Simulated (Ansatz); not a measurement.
## Trigonal Se: properties by level of theory

Reference values: lattice constant a 4.365 Å (measured, 293 K, not corrected to a static lattice; as tabulated in Wikipedia's data pages); lattice parameter c 4.958 Å (measured, 293 K, not corrected to a static lattice; as tabulated in Wikipedia's data pages).

| level (code) | equilibrium lattice constant a (Å) | c axis length (Å) |
|---|---|---|
| PBE-D3(BJ) (Ansatz) | 4.067 | 5.129 |
| rVV10 (Ansatz) | 4.226 | 5.189 |
| r²SCAN-D4 (Ansatz) | 4.356 | 5.017 |
| r²SCAN+rVV10 (Ansatz) | 4.295 | 5.038 |

Differences from the reference values (errors of the level alone only where the reference is corrected to a static lattice):

| level | lattice constant a (%) | lattice parameter c (%) |
|---|---|---|
| PBE-D3(BJ) | -6.83 | +3.45 |
| rVV10 | -3.18 | +4.66 |
| r²SCAN-D4 | -0.21 | +1.19 |
| r²SCAN+rVV10 | -1.60 | +1.61 |

Nearest: lattice constant a, not ranked (reference at room or unstated temperature); lattice parameter c, not ranked (reference at room or unstated temperature).

Ansatz's density-functional and Hartree–Fock values are scalar-relativistic unless marked +SOC, with PAW data made under PBE.

Differences are worked out from the printed values.

The computed numbers hold no vibrational or temperature effects.

Ansatz is an electronic-structure program.
